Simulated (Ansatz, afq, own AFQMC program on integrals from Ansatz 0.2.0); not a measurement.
**H3O (doublet): quantum Monte Carlo beside coupled cluster at distance H1–H2 along a hydrogen transfer = 0.957 Å, cc-pVTZ**

Aim: compute H3O (doublet) with auxiliary-field quantum Monte Carlo on the same integrals as coupled cluster, and set the energies side by side.

Program: Ansatz 0.2.0, Gaussian basis, and an in-house AFQMC program (afq) on its integrals; all values are calculated. Level of theory: cc-pVTZ, frozen cores. These are calculated values, not measurements.

The runs, in order: PBE (unrestricted); r2SCAN (unrestricted); PBE0 (unrestricted); B3LYP (unrestricted); wB97M-V (unrestricted); B2PLYP (unrestricted); CCSD(T) on UHF; CCSDT(Q) on UHF; CCSD(T) on UHF; CCSD(T) on UHF; Phaseless AFQMC, CISD trial on UHF.

**1. The system**

The geometry derives from fragments relaxed apart (PBE0/def2-TZVP) and kept rigid, so it is no stationary point. A hydrogen atom is moved between rigid fragments.

4 atoms, charge 0, spin multiplicity 2.

Atoms are counted from 1 here; the program's logs count them from 0.

Bond lengths: O3–H4 0.973 Å.

**2. PBE (unrestricted)**

File in.yaml:

```yaml
crystal:
  periodic: [false, false, false]
  atoms:
    - {symbol: H, position_ang: [-2.056845, 0.049803, 0.000000]}
    - {symbol: H, position_ang: [-1.099845, 0.049803, 0.000000]}
    - {symbol: O, position_ang: [0.172155, 0.049803, 0.000000]}
    - {symbol: H, position_ang: [0.424014, -0.890147, 0.000000]}
basis:
  gaussian: {orbitals: cc-pVTZ}
magnetization: {spin_polarized: true, initial_magnetization: 1}
hamiltonian: {xc: {name: PBE}}
output: {orbitals: {seedname: orbitals}}
```

The run is started by

```console
ansatz run in.yaml --threads 1 --pin off --events-out ev --progress --plain --max-ram 5632MiB --backend cpu
```

What it wrote:

```text
Functional definition: PBE
  name "PBE"
  cite "Perdew, Burke & Ernzerhof, Phys. Rev. Lett. 77, 3865 (1996) doi:10.1103/PhysRevLett.77.3865"
  parent pbe
  parameter kappa = 0.804
  parameter beta = 0.06672455060314922
  exchange = pbe_x(kappa = kappa, mu = beta*pi^2/3)
  correlation = pbe_c(beta = beta)
347 factors; their error is unknown
mean field evaluation 1: about -2086.7647 eV, gradient 3.7e1 eV
mean field evaluation 2: about -2058.7408 eV, gradient 8.5e1 eV
mean field evaluation 4: about -2090.9565 eV, gradient 7.5e0 eV
mean field evaluation 8: about -2091.2708 eV, gradient 2.2e-1 eV
mean field evaluation 16: about -2091.2709 eV, gradient 6.6e-6 eV
mean field evaluation 32: about -2091.0116 eV, gradient 1.7e0 eV
mean field -2091.27089308 eV, -76.8527878064 hartree, gradient 6.6e-6 eV, S^2 0.756143; 5 other end points of the search recorded, 0 dependent functions left out
reference -2091.27091932 eV, -76.8527887705 hartree; 6, 5 occupied and 66, 67 virtual orbitals, 347 factors
Total energy: -2091.27091932 eV, -76.8527887705 hartree
```

It took 1.1 s on 1 thread of AMD EPYC 7R13 (Zen 3), shared host; peak memory 1.7 GiB.

From the report: ⟨S²⟩ of the determinant 0.756 (pure doublet: 0.75).

**3. r2SCAN (unrestricted)**

Edit in.yaml of step 2 so:

```diff
@@ -10,3 +10,2 @@
 magnetization: {spin_polarized: true, initial_magnetization: 1}
-hamiltonian: {xc: {name: PBE}}
-output: {orbitals: {seedname: orbitals}}
+hamiltonian: {xc: {name: r2SCAN}}
```

Same command.

What it wrote:

```text
Functional definition: r2SCAN
  name "r2SCAN"
  cite "Furness, Kaplan, Ning, Perdew & Sun, J. Phys. Chem. Lett. 11, 8208 (2020) doi:10.1021/acs.jpclett.0c02405"
  cite "Furness, Kaplan, Ning, Perdew & Sun, J. Phys. Chem. Lett. 11, 9248 (2020) doi:10.1021/acs.jpclett.0c03077"
  parent r2scan
  parameter k0 = 0.174
  parameter k1 = 0.065
  parameter a1 = 4.9479
  exchange = r2scan_x(k0 = k0, k1 = k1, a1 = a1)
  correlation = r2scan_c
347 factors; their error is unknown
mean field evaluation 1: about -2088.5097 eV, gradient 3.4e1 eV
mean field evaluation 2: about -2068.9876 eV, gradient 7.3e1 eV
mean field evaluation 4: about -2092.3547 eV, gradient 5.3e0 eV
mean field evaluation 8: about -2092.4874 eV, gradient 2.3e-1 eV
mean field evaluation 16: about -2091.3593 eV, gradient 1.1e1 eV
mean field -2092.48755594 eV, -76.8974993420 hartree, gradient 7.4e-5 eV, S^2 0.762954; 1 other end points of the search recorded, 0 dependent functions left out
reference -2092.48756431 eV, -76.8974996492 hartree; 6, 5 occupied and 66, 67 virtual orbitals, 347 factors
Total energy: -2092.48756431 eV, -76.8974996492 hartree
```

Wall time 1.1 s (1 thread of AMD EPYC 7R13 (Zen 3), shared host); peak memory 1.7 GiB.

From the report: ⟨S²⟩ of the determinant 0.763 (pure doublet: 0.75).

**4. PBE0 (unrestricted)**

Edit in.yaml of step 3 so:

```diff
@@ -10,2 +10,3 @@
 magnetization: {spin_polarized: true, initial_magnetization: 1}
-hamiltonian: {xc: {name: r2SCAN}}
+hamiltonian: {xc: {name: PBE0}}
+output: {orbitals: {seedname: orbitals}}
```

Launched as before.

What it wrote:

```text
Functional definition: PBE0
  name "PBE0"
  cite "Adamo & Barone, J. Chem. Phys. 110, 6158 (1999) doi:10.1063/1.478522"
  cite "Perdew, Burke & Ernzerhof, Phys. Rev. Lett. 77, 3865 (1996) doi:10.1103/PhysRevLett.77.3865"
  parent pbe
  parameter a = 0.25
  parameter kappa = 0.804
  parameter beta = 0.06672455060314922
  exchange = (1 - a)*pbe_x(kappa = kappa, mu = beta*pi^2/3) + a*exact_x
  correlation = pbe_c(beta = beta)
347 factors; their error is unknown
mean field evaluation 1: about -2087.6877 eV, gradient 3.1e1 eV
mean field evaluation 2: about -2080.4270 eV, gradient 5.3e1 eV
mean field evaluation 4: about -2091.1334 eV, gradient 1.0e0 eV
mean field evaluation 8: about -2091.1374 eV, gradient 2.1e-2 eV
mean field evaluation 16: about -2091.1374 eV, gradient 4.4e-6 eV
mean field -2091.13735338 eV, -76.8478803129 hartree, gradient 4.4e-6 eV, S^2 0.764156; 1 other end points of the search recorded, 0 dependent functions left out
reference -2091.13737322 eV, -76.8478810420 hartree; 6, 5 occupied and 66, 67 virtual orbitals, 347 factors
Total energy: -2091.13737322 eV, -76.8478810420 hartree
```

Run time: 0.57 s. Hardware: 1 thread of AMD EPYC 7R13 (Zen 3), shared host; peak memory 1.7 GiB.

From the report: ⟨S²⟩ of the determinant 0.764 (pure doublet: 0.75).

**5. B3LYP (unrestricted)**

Edit in.yaml of step 4 so:

```diff
@@ -10,3 +10,2 @@
 magnetization: {spin_polarized: true, initial_magnetization: 1}
-hamiltonian: {xc: {name: PBE0}}
-output: {orbitals: {seedname: orbitals}}
+hamiltonian: {xc: {name: B3LYP}}
```

Launched as before.

What it wrote, shortened:

```text
Functional definition: B3LYP
  name "B3LYP"
  cite "Stephens, Devlin, Chabalowski & Frisch, J. Phys. Chem. 98, 11623 (1994) doi:10.1021/j100096a001"
  cite "Becke, Phys. Rev. A 38, 3098 (1988) doi:10.1103/PhysRevA.38.3098"
  cite "Lee, Yang & Parr, Phys. Rev. B 37, 785 (1988) doi:10.1103/PhysRevB.37.785"
  cite "Vosko, Wilk & Nusair, Can. J. Phys. 58, 1200 (1980) doi:10.1139/p80-159"
[...]
347 factors; their error is unknown
[...]
mean field -2093.66527796 eV, -76.9407798278 hartree, gradient 2.7e-5 eV, S^2 0.761250; 1 other end points of the search recorded, 0 dependent functions left out
reference -2093.66544330 eV, -76.9407859039 hartree; 6, 5 occupied and 66, 67 virtual orbitals, 347 factors
Total energy: -2093.66544330 eV, -76.9407859039 hartree
```

Wall time 0.63 s (1 thread of AMD EPYC 7R13 (Zen 3), shared host); peak memory 1.7 GiB.

From the report: ⟨S²⟩ of the determinant 0.761 (pure doublet: 0.75).

**6. wB97M-V (unrestricted)**

Edit in.yaml of step 5 so:

```diff
@@ -10,2 +10,3 @@
 magnetization: {spin_polarized: true, initial_magnetization: 1}
-hamiltonian: {xc: {name: B3LYP}}
+hamiltonian: {xc: {name: wB97M-V}}
+output: {orbitals: {seedname: orbitals}}
```

Same command.

What it wrote, shortened:

```text
Functional definition: wB97M-V
  name "wB97M-V"
  cite "Mardirossian & Head-Gordon, J. Chem. Phys. 144, 214110 (2016) doi:10.1063/1.4952647"
  cite "Becke, J. Chem. Phys. 107, 8554 (1997) doi:10.1063/1.475007"
  cite "Vydrov & Van Voorhis, J. Chem. Phys. 133, 244103 (2010) doi:10.1063/1.3521275"
  # Of w^i u^j: cxij and so on, Table III.
[...]
  gx(w, u) = 1 - cx + cx01*u + cx10*w
  gss(w, u) = css00 + css04*u^4 + css10*w + css20*w^2 + css43*w^4*u^3
  gos(w, u) = cos00 + cos10*w + (cos20 + cos21*u)*w^2 + (cos60 + cos61*u)*w^6
[...]
      + integral(e_c_pw_mod_opposite_spin*gos(b97_w_opposite, b97_u_opposite)) + vv10(b, c)
347 factors; their error is unknown
90 factors; integrals over basis functions are off by at most 2.4e-5 eV
[...]
mean field -2092.25406631 eV, -76.8889187560 hartree, gradient 6.7e-5 eV, S^2 0.761515; 1 other end points of the search recorded, 0 dependent functions left out
reference -2092.25409440 eV, -76.8889197884 hartree; 6, 5 occupied and 66, 67 virtual orbitals, 347 factors
Total energy: -2092.25409440 eV, -76.8889197884 hartree
```

Run time: 2.3 s. Hardware: 1 thread of AMD EPYC 7R13 (Zen 3), shared host; peak memory 1.7 GiB.

From the report: ⟨S²⟩ of the determinant 0.762 (pure doublet: 0.75).

**7. B2PLYP (unrestricted)**

Edit in.yaml of step 6 so:

```diff
@@ -10,3 +10,3 @@
 magnetization: {spin_polarized: true, initial_magnetization: 1}
-hamiltonian: {xc: {name: wB97M-V}}
-output: {orbitals: {seedname: orbitals}}
+hamiltonian: {xc: {name: B2PLYP}}
+correlation: {electrons: outside_noble_gas}
```

The command is unchanged.

What it wrote, shortened:

```text
Functional definition: B2PLYP
  name "B2PLYP"
  cite "Grimme, J. Chem. Phys. 124, 034108 (2006) doi:10.1063/1.2148954"
  cite "Becke, Phys. Rev. A 38, 3098 (1988) doi:10.1103/PhysRevA.38.3098"
  cite "Lee, Yang & Parr, Phys. Rev. B 37, 785 (1988) doi:10.1103/PhysRevB.37.785"
[...]
414 factors; integrals over basis functions are off by at most 1.1e-3 eV
[...]
mean field -2089.56091218 eV, -76.7899471673 hartree, gradient 4.2e-6 eV, S^2 0.777607; 2 other end points of the search recorded, 0 dependent functions left out
1 core orbitals not correlated: weight in the atoms' cores, before any rotation towards them, 1.000 or more for the frozen orbitals, at most 0.000 for the correlated occupied ones
reference -2089.56101652 eV, -76.7899510020 hartree; 5, 4 occupied and 66, 67 virtual orbitals, 414 factors
second order -8.66503798 eV of doubles, -0.00000000 eV of singles
Total energy: -2091.90057678 eV, -76.8759282555 hartree
```

Run time: 0.87 s. Hardware: 1 thread of AMD EPYC 7R13 (Zen 3), shared host; peak memory 1.7 GiB.

From the report: ⟨S²⟩ of the determinant 0.778 (pure doublet: 0.75).

**8. CCSD(T) on UHF**

Edit in.yaml of step 7 so:

```diff
@@ -10,3 +10,2 @@
 magnetization: {spin_polarized: true, initial_magnetization: 1}
-hamiltonian: {xc: {name: B2PLYP}}
-correlation: {electrons: outside_noble_gas}
+correlation: {method: ccsd_t, electrons: outside_noble_gas, hamiltonian_folder: ham}
```

The run is started by

```console
ansatz run in.yaml --threads 1 --pin off --events-out ev --progress --plain --max-ram 16896MiB --backend cuda --devices 0, --max-vram 18GiB
```

What it wrote, shortened:

```text
Functional definition: HF
  name "HF"
  cite "Fock, Z. Phys. 61, 126 (1930) doi:10.1007/BF01340294"
  parent pbe
[...]
414 factors; integrals over basis functions are off by at most 1.1e-3 eV
[...]
mean field -2081.94939725 eV, -76.5102291528 hartree, gradient 7.2e-6 eV, S^2 0.812688; 6 other end points of the search recorded, 0 dependent functions left out
determinant -2081.94939725 eV, -76.5102291528 hartree, with singles and doubles -2089.56723652 eV, -76.7901795825 hartree
determinant -2081.09468468 eV, -76.4788190453 hartree, with singles and doubles -2088.26703205 eV, -76.7423979497 hartree
1 core orbitals not correlated: weight in the atoms' cores, before any rotation towards them, 1.000 or more for the frozen orbitals, at most 0.000 for the correlated occupied ones
reference -2081.94939725 eV, -76.5102291528 hartree; 5, 4 occupied and 66, 67 virtual orbitals, 414 factors
second order -7.01346188 eV of doubles, -0.00000000 eV of singles
cycle   1  -7.53905967 eV  change   -7.2e-1 eV  update   1.8e-2
[...]
cycle  11  -7.56964320 eV  change   -7.7e-7 eV  update   3.8e-6
perturbative correction -0.22770293 eV, -0.0083679283 hartree
Total energy: -2089.74674337 eV, -76.7967763377 hartree
```

Run time: 7.5 s. Hardware: 1 × NVIDIA H100 80GB HBM3 with 1 thread of AMD EPYC 7R13 (Zen 3), shared host; peak host memory 1.7 GiB.

From the report: ⟨S²⟩ of the determinant 0.813 (pure doublet: 0.75); correlation -7.7973 eV; T1 0.029; largest double amplitude 0.06.

This run also writes the integrals to the folder ham.

**9. CCSDT(Q) on UHF**

Edit in.yaml of step 8 so:

```diff
@@ -10,2 +10,2 @@
 magnetization: {spin_polarized: true, initial_magnetization: 1}
-correlation: {method: ccsd_t, electrons: outside_noble_gas, hamiltonian_folder: ham}
+correlation: {method: ccsdt_q, electrons: outside_noble_gas}
```

The command is unchanged.

What it wrote, shortened:

```text
Functional definition: HF
  name "HF"
  cite "Fock, Z. Phys. 61, 126 (1930) doi:10.1007/BF01340294"
  parent pbe
[...]
878 factors; integrals over basis functions are off by at most 2.3e-7 eV
[...]
mean field -2081.94940501 eV, -76.5102294381 hartree, gradient 6.3e-6 eV, S^2 0.812688; 6 other end points of the search recorded, 0 dependent functions left out
determinant -2081.94940501 eV, -76.5102294381 hartree, with singles and doubles -2089.56726373 eV, -76.7901805825 hartree
determinant -2081.09468871 eV, -76.4788191936 hartree, with singles and doubles -2088.26705539 eV, -76.7423988073 hartree
1 core orbitals not correlated: weight in the atoms' cores, before any rotation towards them, 1.000 or more for the frozen orbitals, at most 0.000 for the correlated occupied ones
reference -2081.94940501 eV, -76.5102294381 hartree; 5, 4 occupied and 66, 67 virtual orbitals, 878 factors
second order -7.01348281 eV of doubles, -0.00000000 eV of singles
cycle   1  -7.22349608 eV  change   -2.1e-1 eV  update   7.4e-2
[...]
cycle  18  -7.81038437 eV  change    5.9e-7 eV  update   3.8e-7
perturbative correction -0.01282927 eV, -0.0004714671 hartree
Total energy: -2089.77261865 eV, -76.7977272366 hartree
```

Wall time 26 s (1 × NVIDIA H100 80GB HBM3 with 1 thread of AMD EPYC 7R13 (Zen 3), shared host); peak host memory 1.7 GiB.

From the report: ⟨S²⟩ of the determinant 0.813 (pure doublet: 0.75); correlation -7.8232 eV; T1 0.029; largest double amplitude 0.07.

**10. CCSD(T) on UHF**

Edit in.yaml of step 9 so:

```diff
@@ -8,4 +8,4 @@
 basis:
-  gaussian: {orbitals: cc-pVTZ}
+  gaussian: {orbitals: def2-TZVPP}
 magnetization: {spin_polarized: true, initial_magnetization: 1}
-correlation: {method: ccsdt_q, electrons: outside_noble_gas}
+correlation: {method: ccsd_t, electrons: outside_noble_gas}
```

Same command.

What it wrote, shortened:

```text
Functional definition: HF
  name "HF"
  cite "Fock, Z. Phys. 61, 126 (1930) doi:10.1007/BF01340294"
  parent pbe
[...]
434 factors; integrals over basis functions are off by at most 1.1e-3 eV
[...]
mean field -2082.07556701 eV, -76.5148658059 hartree, gradient 7.2e-6 eV, S^2 0.813365; 6 other end points of the search recorded, 0 dependent functions left out
determinant -2082.07556701 eV, -76.5148658059 hartree, with singles and doubles -2089.68922023 eV, -76.7946624013 hartree
determinant -2081.19897373 eV, -76.4826515971 hartree, with singles and doubles -2088.34183172 eV, -76.7451467866 hartree
1 core orbitals not correlated: weight in the atoms' cores, before any rotation towards them, 1.000 or more for the frozen orbitals, at most 0.000 for the correlated occupied ones
reference -2082.07556701 eV, -76.5148658059 hartree; 5, 4 occupied and 67, 68 virtual orbitals, 434 factors
second order -7.00101059 eV of doubles, -0.00000000 eV of singles
cycle   1  -7.53774239 eV  change   -6.8e-1 eV  update   1.8e-2
[...]
cycle  10  -7.56446329 eV  change    2.3e-6 eV  update   1.1e-5
perturbative correction -0.22809264 eV, -0.0083822501 hartree
Total energy: -2089.86812294 eV, -76.8012369547 hartree
```

Run time: 13 s. Hardware: 1 × NVIDIA H100 80GB HBM3 with 1 thread of AMD EPYC 7R13 (Zen 3), shared host; peak host memory 1.7 GiB.

From the report: ⟨S²⟩ of the determinant 0.813 (pure doublet: 0.75); correlation -7.7926 eV; T1 0.030; largest double amplitude 0.06.

**11. CCSD(T) on UHF**

Edit in.yaml of step 10 so:

```diff
@@ -8,3 +8,3 @@
 basis:
-  gaussian: {orbitals: def2-TZVPP}
+  gaussian: {orbitals: "def2-QZVPP.json"}
 magnetization: {spin_polarized: true, initial_magnetization: 1}
```

The command is unchanged.

What it wrote, shortened:

```text
Functional definition: HF
  name "HF"
  cite "Fock, Z. Phys. 61, 126 (1930) doi:10.1007/BF01340294"
  parent pbe
[...]
892 factors; integrals over basis functions are off by at most 1.7e-3 eV
[...]
mean field -2082.18979101 eV, -76.5190634608 hartree, gradient 3.7e-6 eV, S^2 0.814052; 6 other end points of the search recorded, 0 dependent functions left out
determinant -2082.18979101 eV, -76.5190634608 hartree, with singles and doubles -2090.37803484 eV, -76.8199758714 hartree
determinant -2081.30445111 eV, -76.4865278196 hartree, with singles and doubles -2088.99351325 eV, -76.7690956412 hartree
1 core orbitals not correlated: weight in the atoms' cores, before any rotation towards them, 1.000 or more for the frozen orbitals, at most 0.000 for the correlated occupied ones
reference -2082.18979101 eV, -76.5190634608 hartree; 5, 4 occupied and 141, 142 virtual orbitals, 892 factors
second order -7.57260655 eV of doubles, -0.00000000 eV of singles
cycle   1  -8.02790213 eV  change   -7.8e-1 eV  update   2.2e-2
[...]
cycle  11  -8.06743510 eV  change   -3.9e-6 eV  update   6.1e-6
perturbative correction -0.27046757 eV, -0.0099395000 hartree
Total energy: -2090.52769368 eV, -76.8254757323 hartree
```

It took 19 s on 1 × NVIDIA H100 80GB HBM3 with 1 thread of AMD EPYC 7R13 (Zen 3), shared host; peak host memory 1.7 GiB.

From the report: ⟨S²⟩ of the determinant 0.814 (pure doublet: 0.75); correlation -8.3379 eV; T1 0.032; largest double amplitude 0.06.

**12. Phaseless AFQMC, CISD trial on UHF**

It reads the integrals that the CCSD(T) run on this determinant wrote.

The run is started by

```console
afq ham --method phaseless --trial cisd --walkers 3100 --populations 20 --least-time 60 --time-step 0.005 --steps-per-block 50 --equilibration-blocks 28 --max-blocks 4000 --target-error 0.00018 --factor-cut 1e-05 --start spin_pure --seed 7833 --release-times 0.24,0.51,0.99,1.62,2.4 --release-step 0.03 --release-every 3 --taylor-order 6
```

What it wrote:

```text
orbitals 71  electrons 5 4  factors 414 of 414
reference energy -76.51022915 Eh
CCSD correlation -0.27817937 Eh in 14 cycles, weight of the determinant in the CISD state 0.9072
energy of the start -76.785602 Eh
 block  time / (1/Eh)  mean weight  energy / Eh
     1     0.250  1.0001  -76.787706
     2     0.500  1.0000  -76.791996
     3     0.750  0.9998  -76.793580
     4     1.000  1.0005  -76.794867
     5     1.250  1.0002  -76.796327
     6     1.500  1.0001  -76.797306
     7     1.750  0.9999  -76.797400
     8     2.000  0.9999  -76.796697
     9     2.250  1.0001  -76.796845
    10     2.500  1.0003  -76.797441
    11     2.750  0.9997  -76.796982
    12     3.000  1.0003  -76.796252
    13     3.250  1.0001  -76.796567
    14     3.500  0.9993  -76.797109
    15     3.750  0.9996  -76.797513
    16     4.000  1.0002  -76.796776
    17     4.250  0.9999  -76.797433
    18     4.500  0.9999  -76.796403
    19     4.750  1.0003  -76.796874
    20     5.000  1.0007  -76.796849
    21     5.250  0.9997  -76.796111
    22     5.500  0.9999  -76.795594
    23     5.750  1.0004  -76.796683
    24     6.000  1.0008  -76.798152
    25     6.250  1.0000  -76.797175
    26     6.500  1.0002  -76.796863
    27     6.750  1.0000  -76.796851
    28     7.000  1.0003  -76.798192
    29     7.250  1.0007  -76.797479
    30     7.500  0.9997  -76.797071
    31     7.750  0.9999  -76.797777
    32     8.000  0.9999  -76.797120
    33     8.250  1.0004  -76.796821
    34     8.500  0.9999  -76.796981
    35     8.750  0.9999  -76.797219
    36     9.000  0.9998  -76.796460
    37     9.250  1.0004  -76.797374
    38     9.500  1.0002  -76.796824
    39     9.750  1.0006  -76.796612
    40    10.000  0.9993  -76.796631
    41    10.250  0.9996  -76.796640
    42    10.500  1.0004  -76.796858
    43    10.750  1.0000  -76.796218
    44    11.000  0.9999  -76.795276
    45    11.250  0.9994  -76.796861
    46    11.500  1.0008  -76.797978
    47    11.750  0.9998  -76.797888
    48    12.000  1.0001  -76.797371
    49    12.250  0.9999  -76.796934
    50    12.500  1.0001  -76.797157
    51    12.750  1.0001  -76.796514
    52    13.000  1.0001  -76.796792
    53    13.250  1.0008  -76.796108
    54    13.500  0.9996  -76.797646
    55    13.750  1.0000  -76.796822
    56    14.000  0.9997  -76.797896
    57    14.250  1.0001  -76.797678
    58    14.500  1.0006  -76.796771
    59    14.750  1.0000  -76.797855
    60    15.000  0.9997  -76.797131
    61    15.250  1.0002  -76.795997
    62    15.500  1.0003  -76.796211
    63    15.750  0.9999  -76.796739
    64    16.000  1.0001  -76.796652
    65    16.250  0.9995  -76.796165
    66    16.500  0.9995  -76.796799
    67    16.750  0.9998  -76.797135
    68    17.000  1.0003  -76.797847
    69    17.250  1.0002  -76.797233
    70    17.500  1.0002  -76.797638
    71    17.750  0.9995  -76.797140
    72    18.000  1.0006  -76.797366
    73    18.250  0.9996  -76.796203
    74    18.500  1.0002  -76.796487
    75    18.750  0.9997  -76.797302
    76    19.000  1.0002  -76.796706
    77    19.250  1.0003  -76.796479
    78    19.500  0.9996  -76.796301
error from the spread of 20 populations
released: time / (1/Eh)  energy / Eh  error  mean overlap
  0.24  -76.797329  0.000156  0.9984
  0.51  -76.797363  0.000076  0.9987
  0.99  -76.797700  0.000168  0.9902
  1.62  -76.797745  0.000131  0.9785
  2.40  -76.798009  0.000317  0.9690
energy -76.796943 +/- 0.000137 Eh
```

Run time: 3.1 min. Hardware: 1 × NVIDIA H100 80GB HBM3 with 2 threads of AMD EPYC 7R13 (Zen 3), shared host; peak host memory 1.7 GiB.

Energy -2089.7513 ± 0.0037 eV. Caveats: constraint bias not in the error.

**13. AFQMC on the ladder**

On the UHF determinant, counted from CCSDT(Q) (a yardstick, not exact):

| level | energy (eV) | from CCSDT(Q) (kcal/mol) | statistical error (kcal/mol) | time |
| --- | --- | --- | --- | --- |
| HF | -2081.9494 | +180.41 |  |  |
| MP2 | -2088.9629 | +18.67 |  |  |
| CCSD | -2089.5190 | +5.85 |  |  |
| CCSD(T) | -2089.7467 | +0.60 |  |  |
| CCSDT(Q) | -2089.7726 | 0.00 |  |  |
| Phaseless AFQMC, CISD trial, step 0.005, 3100 walkers | -2089.7513 | +0.49 | 0.09 | 3.1 min |

The functionals' totals stand on their own zeros and serve differences with other points: PBE -2091.271 eV; r2SCAN -2092.488 eV; PBE0 -2091.137 eV; B3LYP -2093.665 eV; wB97M-V -2092.254 eV; B2PLYP -2091.901 eV.

**14. Results**

| quantity | value |
| --- | --- |
| CCSD(T) on UHF from CCSDT(Q) | +0.60 kcal/mol |
| Phaseless AFQMC, CISD trial on UHF from CCSDT(Q) | +0.49 ± 0.09 kcal/mol |

On UHF the phaseless walk with the CISD trial lies +0.49 kcal/mol from CCSDT(Q), 6 times its error bar. Error bars are statistical and leave out the constraint, the time step and what remains of the start.
